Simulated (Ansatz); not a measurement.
`CC(C)F`, 11 atoms. The species carries charge 0 and has multiplicity 1. All runs use 2 threads of a server CPU on a shared host. Correlated methods freeze the cores.

Task: Give the basis size and wall time and peak host memory of each of these runs in Ansatz. RKS ωB97M-V/def2-SVP energy; RHF-CCSD(T)/def2-SVP energy; RKS ωB97M-V/def2-QZVPP energy; RKS HSE06-D4/def2-TZVPP energy; RKS r2SCAN0-D4/def2-TZVPP energy; RHF-CCSD(T)/def2-TZVPP energy; RKS revPBE-D4/def2-TZVPP energy; RKS PBE0-D4/def2-SVP energy; direct RPA on PBE orbitals/def2-TZVPP energy; RKS PBE0-D4/def2-TZVP relaxation (5 steps); RHF-MP2/def2-QZVPP energy; RKS PBE0-D4/def2-QZVPP energy. (An estimate is asked.)

Result: Computed: Other jobs shared the machine, so times are rough.

| level | job | functions | wall time | peak host memory (GiB) |
| --- | --- | --- | --- | --- |
| RKS PBE0-D4/def2-SVP | energy | 91 | 1.1 s | 0.18 |
| RKS revPBE-D4/def2-TZVPP | energy | 222 | 2 s | 0.24 |
| RKS HSE06-D4/def2-TZVPP | energy | 222 | 2.7 s | 0.44 |
| RKS ωB97M-V/def2-SVP | energy | 91 | 3.3 s | 0.25 |
| RHF-CCSD(T)/def2-SVP | energy | 91 | 3.5 s | 0.38 |
| RKS r2SCAN0-D4/def2-TZVPP | energy | 222 | 3.8 s | 0.43 |
| direct RPA on PBE orbitals/def2-TZVPP | energy | 222 | 5 s | 0.5 |
| RKS PBE0-D4/def2-QZVPP | energy | 438 | 7 s | 1.2 |
| RKS ωB97M-V/def2-QZVPP | energy | 438 | 15 s | 1.4 |
| RKS PBE0-D4/def2-TZVP | relaxation (5 steps) | 166 | 16 s | 0.35 |
| RHF-MP2/def2-QZVPP | energy | 438 | 21 s | 2.5 |
| RHF-CCSD(T)/def2-TZVPP | energy | 222 | 69 s | 3.8 |

HSE06 is defined as in plane-wave codes.
